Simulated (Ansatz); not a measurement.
Two isomers of C3H5NO2: A = `O=C=CNCO`, B = `C/N=C(/O)C=O`.

Program: Ansatz. Geometries: PBE0-D4/def2-TZVP. ΔE: electronic, gas phase. CCSD(T)/CBS is the MP2 limit (def2-TZVPP, def2-QZVPP) plus CCSD(T) − MP2 in def2-TZVPP, frozen cores. DFT in def2-TZVPP. B3LYP here is the variant with VWN-RPA as its local correlation; programs differ in this. Each species was taken in one conformer, which may not be the lowest.

A:

```xyz
11

O     0.062    0.408    3.084
C     0.071    0.804    1.995
C     0.141    1.232    0.750
N     0.601    0.380   -0.287
C    -0.355   -0.562   -0.803
O     0.194   -1.099   -1.979
H    -0.163    2.252    0.540
H     1.492   -0.057   -0.098
H    -1.283   -0.008   -0.998
H    -0.590   -1.374   -0.091
H    -0.170   -1.976   -2.112
```

B:

```xyz
11

C    -0.4053   -1.4157   -0.6670
N    -0.8402   -0.4190    0.2808
C    -0.1773    0.6198    0.5277
O    -0.6184    1.5291    1.4220
C     1.1366    1.0705   -0.0469
O     1.7487    0.4461   -0.8672
H    -1.1505   -2.2107   -0.6954
H     0.5607   -1.8493   -0.3935
H    -0.2933   -1.0035   -1.6738
H    -1.4603    1.1953    1.7603
H     1.4992    2.0374    0.3530
```

Q: Which is lower in electronic energy at CCSD(T)/CBS, and by how much? (An estimate is asked.)

A: The calculation gave: B, by 86.2 kJ/mol.

Q: Give E(B) − E(A) in kJ/mol with CCSD(T)/def2-TZVPP, HF/def2-TZVPP, PBE-D4, B3LYP-D4, B2PLYP, PBE0-D4, ωB97M-V. (Estimate.)

A: The calculation gave: CCSD(T)/def2-TZVPP -88.7, HF/def2-TZVPP -82.5, PBE-D4 -81.3, B3LYP-D4 -84.2, B2PLYP -84.1, PBE0-D4 -79.6, ωB97M-V -82.6. None reverses the order clearly.

Largest T1 diagnostic: 0.014.
